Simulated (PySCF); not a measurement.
# Shifts of the heteroatoms

Atom-mapped SMILES (the numbers label the heavy atoms): `[O:1]=[N:2][OH:3]`. Each H is labelled by its parent atom.

All values are calculated (PySCF 2.14.0 with density-fitted response routines): NMR shieldings at B97-2/pcSseg-2/GIAO, PBE0-D3(BJ)/def2-TZVP geometry. Relativity neglected, a single conformation, in vacuum.

Problem. What are the 15N shifts?

Solution. 
```tsv
atoms	environment	σ (ppm)	δ (ppm)
N2	nitroso nitrogen	-343.0	165.9
```

Shieldings were converted by a linear fit to measured shifts: 15N: δ = -149.73 − 0.920σ (rms 6.4 ppm, 44 shifts vs CH3NO2, solution or neat liquid). Occasional misses reach two or three times the rms, and more in compound classes unlike the fitted ones.

On a 300 MHz spectrometer 15N resonates near 30.4 MHz, so 1 ppm is 30.4 Hz.

Problem. Where does 17O resonate?

Solution. 
```tsv
atoms	environment	σ (ppm)	δ (ppm)
O1	oxygen bonded to N	-543.3	788.5
O3	N–OH oxygen	-148.3	414.5
```

Shieldings were converted by a linear fit to measured shifts: 17O: δ = 274.03 − 0.947σ (rms 12.2 ppm, 99 shifts vs liquid water, solution or neat liquid). Occasional misses reach two or three times the rms, and more in compound classes unlike the fitted ones.

On a 600 MHz spectrometer 17O resonates near 81.3 MHz, so 1 ppm is 81.3 Hz.
